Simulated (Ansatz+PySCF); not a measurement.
Values are calculated unless marked as measured or tabulated.
## PySCF 2.14.0 run

```python
from pyscf import gto, scf

mol = gto.M(atom="""
C 0.000000 0.000000 -0.652610
C 0.000000 0.000000 0.652610
H 0.000000 0.000000 -1.813590
H 0.000000 0.000000 1.813590
""", basis='def2-svp', charge=0, spin=0)
mf = scf.RHF(mol)
mf.init_guess = 'minao'
mf.kernel()
while True:  # follow internal instabilities
    mo, _, stable, _ = mf.stability(return_status=True)
    if stable: break
    mf.kernel(mf.make_rdm1(mo, mf.mo_occ))
print(mf.converged, mf.e_tot, mf.spin_square()[0])
```

The script is written out from the run's settings.

Output:

```yaml
Converged: yes
Total_energy: -76.72576 hartree
Spin_squared_of_the_determinant: 0.000
```
